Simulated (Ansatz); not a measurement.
The input, for Ansatz 0.2.0:

```yaml
crystal:
  periodic: [false, false, false]
  atoms:
    - {symbol: Si, position_ang: [0.000000, 0.000000, 2.237622]}
    - {symbol: Al, position_ang: [0.000000, 0.000000, -0.319378]}
    - {symbol: H, position_ang: [0.000000, 0.000000, -1.918244]}
basis:
  gaussian: {orbitals: 6-31G}
magnetization: {spin_polarized: false, initial_magnetization: 2}
correlation: {method: ccsdtq, electrons: outside_noble_gas}
```

```sh
$ ansatz run in.yaml --threads 1 --pin off --events-out ev --progress --plain --max-ram 2393MiB
```

Roughly how long does this take on 1 thread of Arm Neoverse V1, shared host, and how much host memory?

26 s wall and 0.21 GiB.

```
542 factors; integrals over basis functions are off by at most 1.2e-7 eV
mean field evaluation 1: about -14456.6636 eV, gradient 6.3e0 eV
mean field evaluation 2: about -14456.6659 eV, gradient 6.3e0 eV
mean field evaluation 4: about -14457.0143 eV, gradient 7.7e-1 eV
mean field evaluation 8: about -14457.0196 eV, gradient 4.7e-3 eV
mean field evaluation 16: about -14457.0196 eV, gradient 1.0e-5 eV
mean field evaluation 32: about -14454.6921 eV, gradient 8.1e-1 eV
mean field evaluation 64: about -14454.7400 eV, gradient 3.8e-2 eV
mean field -14457.01964118 eV, -531.2856724934 hartree, gradient 1.0e-5 eV, S^2 2.000000; 2 other end points of the search recorded, 0 dependent functions left out
determinant -14457.01964118 eV, -531.2856724934 hartree, with singles and doubles -14459.33432540 eV, -531.3707355695 hartree
determinant -14455.10950795 eV, -531.2154763919 hartree, with singles and doubles -14457.20160623 eV, -531.2923595856 hartree
determinant -14454.74492794 eV, -531.2020783237 hartree, with singles and doubles -14457.65513553 eV, -531.3090264802 hartree
10 core orbitals not correlated: weight in the atoms' cores, before any rotation towards them, 1.000 or more for the frozen orbitals, at most 0.000 for the correlated occupied ones
reference -14457.01964118 eV, -531.2856724934 hartree; 5, 3 occupied and 13, 15 virtual orbitals, 542 factors
second order -1.62943786 eV of doubles, -0.02465349 eV of singles
cycle   1  -2.03593055 eV  change   -3.8e-1 eV  update   9.3e-2
cycle   2  -2.31849646 eV  change   -2.8e-1 eV  update   5.0e-2
cycle   3  -2.41521004 eV  change   -9.7e-2 eV  update   3.1e-2
cycle   4  -2.43068567 eV  change   -1.5e-2 eV  update   1.5e-2
cycle   5  -2.43357298 eV  change   -2.9e-3 eV  update   6.5e-3
cycle   6  -2.43640466 eV  change   -2.8e-3 eV  update   3.5e-3
cycle   7  -2.43348481 eV  change    2.9e-3 eV  update   1.5e-3
cycle   8  -2.43353801 eV  change   -5.3e-5 eV  update   7.7e-4
cycle   9  -2.43421994 eV  change   -6.8e-4 eV  update   3.2e-4
cycle  10  -2.43397666 eV  change    2.4e-4 eV  update   1.6e-4
cycle  11  -2.43401648 eV  change   -4.0e-5 eV  update   9.1e-5
cycle  12  -2.43400761 eV  change    8.9e-6 eV  update   5.2e-5
cycle  13  -2.43403616 eV  change   -2.9e-5 eV  update   3.2e-5
cycle  14  -2.43406364 eV  change   -2.7e-5 eV  update   1.8e-5
cycle  15  -2.43406150 eV  change    2.1e-6 eV  update   1.0e-5
cycle  16  -2.43405627 eV  change    5.2e-6 eV  update   5.6e-6
cycle  17  -2.43405598 eV  change    2.9e-7 eV  update   3.2e-6
cycle  18  -2.43405502 eV  change    9.5e-7 eV  update   2.3e-6
cycle  19  -2.43405557 eV  change   -5.5e-7 eV  update   1.3e-6
cycle  20  -2.43405606 eV  change   -4.9e-7 eV  update   6.6e-7
Total energy: -14459.45369724 eV, -531.3751224039 hartree
```

For the same geometry and basis full CI lies 0.5 meV lower.
